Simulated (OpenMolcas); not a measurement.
**AlClO (SMILES [O]=[Al][Cl]), step by step**

Wanted: the energy (UHF/STO-3G), then the energy (CASSCF(2,2)/STO-3G), then a single-point energy (CASPT2(2,2)/STO-3G), then the energy (SC-NEVPT2(2,2)/STO-3G), then a single-point energy (MRCI(2,2)/STO-3G) of AlClO. 

The calculation is run with OpenMolcas 26.06.

8 further runs of the same task are left out: 1 for a known fault of the program, 2 that didn't finish, 5 set aside as unsound or not needed.

## Step 1: The structure to begin with

AlClO has 3 atoms, charge 0, and is taken as a singlet. As SMILES, `[O]=[Al][Cl]`. The Al2–Cl3 distance was set to 5.034 Å, away from the relaxed value. At this shape a bond of the SMILES string is far longer than usual.

Bond lengths: O1–Al2 1.566 Å.

## Step 2: The energy at UHF/STO-3G (run 1)

step1.input reads:

```
&GATEWAY
 BasLib
 $CurrDir
 Coord
 3
 angstrom
 O        0.296711       4.677341       0.679027
 Al       0.198581       3.130301       0.454447
 Cl      -0.116820      -1.841490      -0.267330
 Basis
 STO-3G
 Group
 NoSym

&SEWARD

&SCF
 UHF
 Scramble
 0.25
 PrOrbitals
 1 1
```

The basis set STO-3G is read from a file made from the Basis Set Exchange's data (not shown).

Launch:

```bash
$ export MOLCAS_MEM=1860
$ pymolcas step1.input > step1.log
```

Log (excerpt; [...] marks lines left out):

```text
--- Start Module: gateway ---
[...]
--- Stop Module: gateway /rc=_RC_ALL_IS_WELL_ ---
--- Start Module: seward ---
[...]
      Basis functions           23
--- Stop Module: seward /rc=_RC_ALL_IS_WELL_ ---
--- Start Module: scf ---
[...]
       Convergence after  29 Iterations
[...]
::    Total SCF energy                               -767.3123847250
[...]
      Total spin, S                                     0.6279664291
[...]
      Total electronic charge=   38.000000
      Total            charge=   -0.000000
[...]
      Dipole Moment (debye):
      Origin of the operator (angstrom)=    0.0772    1.2173    0.1767
                   X= -1.1710E-01               Y= -1.8385E+00               Z= -2.6664E-01           Total=  1.8614E+00
      Quadrupole Moment (debye*angstrom):
[...]
--- Stop Module: scf /rc=_RC_ALL_IS_WELL_ ---
[...]
```

Run time: 2.2 s. Hardware: 1 thread of Arm Neoverse V1, shared host; peak memory 0.37 GiB.

## Step 3: A single-point energy at CASSCF(2,2)/STO-3G (run 2)

step2.input reads:

```
&GATEWAY
BasLib = $CurrDir
Coord
3
angstrom
O        0.296711       4.677341       0.679027
Al       0.198581       3.130301       0.454447
Cl      -0.116820      -1.841490      -0.267330
Basis = STO-3G
Group = NoSym
&SEWARD
&RASSCF
FileOrb = $CurrDir/step1.UnaOrb
Spin = 1
Nactel = 2 0 0
Inactive = 18
Ras2 = 2
OrbListing = Nothing
OrbAppear = Compact
```

The basis set STO-3G is read from a file made from the Basis Set Exchange's data (not shown).

Launch:

```bash
$ export MOLCAS_MEM=1860
$ pymolcas step2.input > step2.log
```

Log (excerpt; [...] marks lines left out):

```text
--- Start Module: gateway ---
[...]
--- Stop Module: gateway /rc=_RC_ALL_IS_WELL_ ---
--- Start Module: seward ---
[...]
      Basis functions           23
--- Stop Module: seward /rc=_RC_ALL_IS_WELL_ ---
--- Start Module: rasscf ---
[...]
      Number of active orbitals                  2
[...]
      Spin quantum number                      0.0
[...]
      Active orbitals                            2
[...]
      Number of CSFs                             3
[...]
      Number of root(s) required                 1
[...]
      Convergence after 11 iterations
[...]
      printout of CI-coefficients larger than  0.05 for root  1
      energy=    -767.307578
      conf/sym  11     Coeff  Weight
             1  20  -0.70731 0.50029
             3  02   0.70690 0.49971
      Natural orbitals and occupation numbers for root  1
      sym 1:   1.000584   0.999416
      ************************************************************************************************************************
      *                                                    Final results                                                     *
[...]
::    RASSCF root number  1 Total energy:   -767.30757846
[...]
      Total electronic charge=   38.000000
      Total            charge=   -0.000000
[...]
      Dipole Moment (debye):
      Origin of the operator (angstrom)=    0.0772    1.2173    0.1767
                   X= -1.0127E-01               Y= -1.5900E+00               Z= -2.3074E-01           Total=  1.6098E+00
      Quadrupole Moment (debye*angstrom):
[...]
--- Stop Module: rasscf /rc=_RC_ALL_IS_WELL_ ---
[...]
```

It took 1.7 s on 1 thread of Arm Neoverse V1, shared host; peak memory 0.37 GiB.

## Step 4: The energy at CASPT2(2,2)/STO-3G (run 3)

step3.input reads:

```
&GATEWAY
 BasLib=$CurrDir
 Coord
 3
 angstrom
 O        0.296711       4.677341       0.679027
 Al       0.198581       3.130301       0.454447
 Cl      -0.116820      -1.841490      -0.267330
 Basis=STO-3G
 Group=NoSym

&SEWARD

&RASSCF
 FileOrb=$CurrDir/step2.RasOrb
 Spin=1
 Nactel=2 0 0
 Inactive=18
 Ras2=2
 OrbListing=Nothing
 OrbAppear=Compact

&CASPT2
 Imaginary=0.1
 Frozen=11
```

The basis set STO-3G is read from a file made from the Basis Set Exchange's data (not shown).

Launch:

```bash
$ export MOLCAS_MEM=1860
$ pymolcas step3.input > step3.log
```

Log (excerpt; [...] marks lines left out):

```text
--- Start Module: gateway ---
[...]
--- Stop Module: gateway /rc=_RC_ALL_IS_WELL_ ---
[...]
      Basis functions           23
[...]
--- Start Module: rasscf ---
[...]
      Number of active orbitals                  2
[...]
      Spin quantum number                      0.0
[...]
      Active orbitals                            2
[...]
      Number of CSFs                             3
[...]
      Number of root(s) required                 1
[...]
      Convergence after  4 iterations
[...]
      printout of CI-coefficients larger than  0.05 for root  1
      energy=    -767.307578
      conf/sym  11     Coeff  Weight
             1  20  -0.70731 0.50029
             3  02   0.70690 0.49971
      Natural orbitals and occupation numbers for root  1
      sym 1:   1.000584   0.999416
      ************************************************************************************************************************
      *                                                    Final results                                                     *
[...]
::    RASSCF root number  1 Total energy:   -767.30757846
[...]
      Total electronic charge=   38.000000
      Total            charge=   -0.000000
[...]
      Dipole Moment (debye):
      Origin of the operator (angstrom)=    0.0772    1.2173    0.1767
                   X= -1.0127E-01               Y= -1.5900E+00               Z= -2.3075E-01           Total=  1.6098E+00
      Quadrupole Moment (debye*angstrom):
[...]
--- Stop Module: rasscf /rc=_RC_ALL_IS_WELL_ ---
--- Start Module: caspt2 ---
[...]
 ###    WARNING: User changed nr of frozen orbitals.                         ###
 ###############################################################################
[...]
      E2 (Variational):          -0.0585267981
      Total energy:            -767.3661052575
[...]
      Reference weight:           0.95939
[...]
::    CASPT2 Root  1     Total energy:   -767.36610526
[...]
--- Stop Module: caspt2 /rc=_RC_ALL_IS_WELL_ ---
[...]
```

Wall time 1.7 s (1 thread of Arm Neoverse V1, shared host); peak memory 0.37 GiB.

## Step 5: A single-point energy at SC-NEVPT2(2,2)/STO-3G (run 4)

step4.input reads:

```
>>> EXPORT MOLCAS_PRINT=2
&GATEWAY
BasLib
$CurrDir
Coord
3
angstrom
O        0.296711       4.677341       0.679027
Al       0.198581       3.130301       0.454447
Cl      -0.116820      -1.841490      -0.267330
Basis
STO-3G
Group
NoSym
&SEWARD
&RASSCF
FileOrb
$CurrDir/step2.RasOrb
Spin
1
Nactel
2 0 0
Inactive
18
Ras2
2
OrbListing
Nothing
OrbAppear
Compact
&CASPT2
SC-NEVPT2
Frozen
11
```

The basis set STO-3G is read from a file made from the Basis Set Exchange's data (not shown).

Launch:

```bash
$ export MOLCAS_MEM=1860
$ pymolcas step4.input > step4.log
```

Log (excerpt; [...] marks lines left out):

```text
--- Start Module: gateway ---
[...]
--- Stop Module: gateway /rc=_RC_ALL_IS_WELL_ ---
[...]
      Basis functions           23
[...]
--- Start Module: rasscf ---
[...]
      Number of active orbitals                  2
[...]
      Spin quantum number                      0.0
[...]
      Active orbitals                            2
[...]
      Number of CSFs                             3
[...]
      Number of root(s) required                 1
[...]
      Convergence after  4 iterations
[...]
      printout of CI-coefficients larger than  0.05 for root  1
      energy=    -767.307578
      conf/sym  11     Coeff  Weight
             1  20  -0.70731 0.50029
             3  02   0.70690 0.49971
      Natural orbitals and occupation numbers for root  1
      sym 1:   1.000584   0.999416
      ************************************************************************************************************************
      *                                                    Final results                                                     *
[...]
::    RASSCF root number  1 Total energy:   -767.30757846
[...]
      Total electronic charge=   38.000000
      Total            charge=   -0.000000
[...]
      Dipole Moment (debye):
      Origin of the operator (angstrom)=    0.0772    1.2173    0.1767
                   X= -1.0127E-01               Y= -1.5900E+00               Z= -2.3075E-01           Total=  1.6098E+00
      Quadrupole Moment (debye*angstrom):
[...]
--- Stop Module: rasscf /rc=_RC_ALL_IS_WELL_ ---
--- Start Module: caspt2 ---
[...]
 ###    WARNING: User changed nr of frozen orbitals.                         ###
 ###############################################################################
[...]
      E2 (Variational):          -0.0553126544
[...]
      E2 (Variational):          -0.0553126527
      Total energy:            -767.3628911121
[...]
      Reference weight:           0.96322
[...]
::    SC-NEVPT2 Root  1     Total energy:   -767.36289111
[...]
--- Stop Module: caspt2 /rc=_RC_ALL_IS_WELL_ ---
[...]
```

It took 1.7 s on 1 thread of Arm Neoverse V1, shared host; peak memory 0.37 GiB.

## Step 6: The energy at MRCI(2,2)/STO-3G (run 5)

step5.input reads:

```
* AlClO MRCI

&GATEWAY
  BasLib
  $CurrDir
  Coord
  3
  angstrom
  O        0.296711       4.677341       0.679027
  Al       0.198581       3.130301       0.454447
  Cl      -0.116820      -1.841490      -0.267330
  Basis
  STO-3G
  Group
  NoSym

&SEWARD

&RASSCF
  FileOrb
  $CurrDir/step2.RasOrb
  Spin
  1
  Nactel
  2 0 0
  Inactive
  18
  Ras2
  2
  OrbListing
  Nothing
  OrbAppear
  Compact

&MOTRA
  LumOrb
  Frozen
  11

&GUGA
  Electrons
  16
  Spin
  1
  Inactive
  7
  Active
  2
  CIAll
  1

&MRCI
  SDCI
```

The basis set STO-3G is read from a file made from the Basis Set Exchange's data (not shown).

Launch:

```bash
$ export MOLCAS_MEM=1860
$ pymolcas step5.input > step5.log
```

Log (excerpt; [...] marks lines left out):

```text
--- Start Module: gateway ---
[...]
--- Stop Module: gateway /rc=_RC_ALL_IS_WELL_ ---
[...]
      Basis functions           23
[...]
      Number of active orbitals                  2
[...]
      Spin quantum number                      0.0
[...]
      Active orbitals                            2
[...]
      Number of CSFs                             3
[...]
      Number of root(s) required                 1
[...]
      Convergence after  4 iterations
[...]
      printout of CI-coefficients larger than  0.05 for root  1
      energy=    -767.307578
      conf/sym  11     Coeff  Weight
             1  20  -0.70731 0.50029
             3  02   0.70690 0.49971
      Natural orbitals and occupation numbers for root  1
      sym 1:   1.000584   0.999416
      ************************************************************************************************************************
      *                                                    Final results                                                     *
[...]
::    RASSCF root number  1 Total energy:   -767.30757846
[...]
      Dipole Moment (debye):
      Origin of the operator (angstrom)=    0.0772    1.2173    0.1767
                   X= -1.0127E-01               Y= -1.5900E+00               Z= -2.3075E-01           Total=  1.6098E+00
      Quadrupole Moment (debye*angstrom):
[...]
      *** WARNING: Default frozen orbitals is overwritten by user input.
      *** Default values:   8
[...]
--- Start Module: guga ---
[...]
--- Stop Module: guga /rc=_RC_ALL_IS_WELL_ ---
--- Start Module: mrci ---
[...]
       (But an ACPF correction will be computed)
       USE THE DEFAULT ACPF G-VALUE GFAC=  0.12500000000000000
[...]
                      CI ENERGY:  -767.39610285
[...]
                ACPF CORRECTION:    -0.02203807
[...]
      Total electronic charge=   38.000000
      Total            charge=   -0.000000
[...]
     ACPF CORRECTION:     -0.02203807
[...]
  CI State   1     Total energy:   -767.39610285     QDav:     -0.02611512     QACPF:     -0.02203807
[...]
--- Stop Module: mrci /rc=_RC_ALL_IS_WELL_ ---
[...]
```

It took 1.9 s on 1 thread of Arm Neoverse V1, shared host; peak memory 0.37 GiB.

## Step 7: Summary of results

| quantity | value |
| --- | --- |
| run 1, UHF/STO-3G: total energy | -767.31238 Eh |
| run 1, UHF/STO-3G: dipole moment | 1.86 D |
| run 1, UHF/STO-3G: HOMO energy | -5.42 eV |
| run 1, UHF/STO-3G: LUMO energy | 1.57 eV |
| run 1, UHF/STO-3G: HOMO–LUMO gap | 6.99 eV |
| run 1, UHF/STO-3G: ⟨S²⟩ | 1.022 |
| run 2, CASSCF(2,2)/STO-3G: total energy | -767.30758 Eh |
| run 2, CASSCF(2,2)/STO-3G: dipole moment (CASSCF density) | 1.61 D |
| run 3, CASPT2(2,2)/STO-3G: total energy | -767.36611 Eh |
| run 3, CASPT2(2,2)/STO-3G: dipole moment (CASSCF density) | 1.61 D |
| run 4, SC-NEVPT2(2,2)/STO-3G: total energy | -767.36289 Eh |
| run 4, SC-NEVPT2(2,2)/STO-3G: dipole moment (CASSCF density) | 1.61 D |
| run 5, MRCI(2,2)/STO-3G: total energy | -767.39610 Eh |
| run 5, MRCI(2,2)/STO-3G: dipole moment (CASSCF density) | 1.61 D |

**Reading.** ⟨S²⟩ (run 1, UHF/STO-3G) is 1.02 where a pure singlet has 0.00: the reference is spin-contaminated. The run (run 1, UHF/STO-3G) may have ended on a state above the lowest. Mulliken charges (run 2, CASSCF(2,2)/STO-3G) run from -0.49 on O1 to +0.49 on Al2. Mulliken charges (run 3, CASPT2(2,2)/STO-3G) of the CASSCF density run from -0.49 on O1 to +0.49 on Al2; they depend strongly on the basis. Mulliken charges (run 5, MRCI(2,2)/STO-3G) of the CASSCF density run from -0.49 on O1 to +0.49 on Al2; they depend strongly on the basis.
